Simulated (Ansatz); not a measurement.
# BH2− (triplet): the correlation ladder, aug-cc-pVDZ

The task here is to estimate one member of a computed series from the others.

Computed with Ansatz 0.2.0, Gaussian basis. Level: aug-cc-pVDZ, core rule «outside noble gas», up to 1 orbitals frozen.

Plan: UHF; CCSD(T) on ROHF; CCSD(T) on UHF; BCCD(T) on ROHF; CISD; CCSDT(Q) on ROHF; CCSDT(Q) on UHF; CASSCF and MRCISD+Q, 6 electrons in 6 orbitals; CASSCF and NEVPT2, 6 electrons in 6 orbitals.

35 further runs of the same task are left out: 17 that didn't finish, 18 set aside as unsound or not needed.

### What is computed

The geometry is a PBE0/def2-TZVP stationary point (not a proven minimum) of the parent state, kept for this charge and spin.

3 atoms, charge -1, spin multiplicity 3.

Atoms are counted from 1 here; the program's logs count them from 0.

Bond lengths: B1–H2 1.191 Å, B1–H3 1.191 Å. Angles: H2–B1–H3 129.4°.

Set-up of the first run:

Input file in.yaml:

```yaml
crystal:
  periodic: [false, false, false]
  atoms:
    - {symbol: B, position_ang: [0.000000, -0.080006, 0.000000]}
    - {symbol: H, position_ang: [0.000000, 0.429067, -1.077008]}
    - {symbol: H, position_ang: [0.000000, 0.429067, 1.077008]}
basis:
  gaussian: {orbitals: aug-cc-pVDZ}
total_charge: -1
magnetization: {spin_polarized: true, initial_magnetization: 2}
hamiltonian: {xc: hf}
output: {orbitals: {seedname: orbitals}}
```

On the command line:

```
ansatz run in.yaml --threads 1 --pin off --events-out ev --progress --plain --max-ram 2393MiB
```

Steps of the session up to this table: UHF; CCSD(T) on ROHF; CCSD(T) on UHF; BCCD(T) on ROHF; CISD; CCSDT(Q) on ROHF; CCSDT(Q) on UHF; CASSCF and MRCISD+Q, 6 electrons in 6 orbitals; CASSCF and NEVPT2, 6 electrons in 6 orbitals.

One of the session's tables, all rows but one given; the rest of the session is left out.

| method | from UCCSDT(Q) (meV) |
| --- | --- |
| ROHF | +3114.0 |
| UHF | +3054.5 |
| RMP2 | ? |
| UMP2 | +666.6 |
| CISD | +192.5 |
| RCCSD | +98.5 |
| UCCSD | +97.5 |
| RCCSD(T) | +22.2 |
| UCCSD(T) | +21.8 |
| BCCD(T) | +22.0 |
| RCCSDT | +3.2 |
| UCCSDT | +2.8 |
| RCCSDT(Q) | +0.4 |
| UCCSDT(Q) | 0 |
| CASSCF valence | +2341.9 |
| NEVPT2 valence | +735.9 |
| MRCISD valence | +137.2 |
| MRCISD+Q valence | +13.9 |

Q: Estimate the row for RMP2 from the others.

As computed: from UCCSDT(Q) (meV): +678.3. In the column «from UCCSDT(Q) (meV)» it lies between UMP2 (+666.6) and NEVPT2 valence (+735.9).

Among the levels timed on like hardware and quicker than the yardstick, those that no quicker one beats, quickest first: NEVPT2 valence (0.51 s, +735.9 meV); CISD (0.87 s, +192.5 meV); MRCISD+Q valence (0.93 s, +13.9 meV); RCCSDT(Q) (13 s, +0.4 meV).

Caveats from the session: Of the multireference levels listed MRCISD+Q valence comes nearest in total energy (+13.9 meV), which doesn't show that its space is the better one. Restricted and unrestricted rows rest on different reference determinants; where their highest levels disagree by more than a few hundredths of an eV, they describe different states and don't form one ladder.
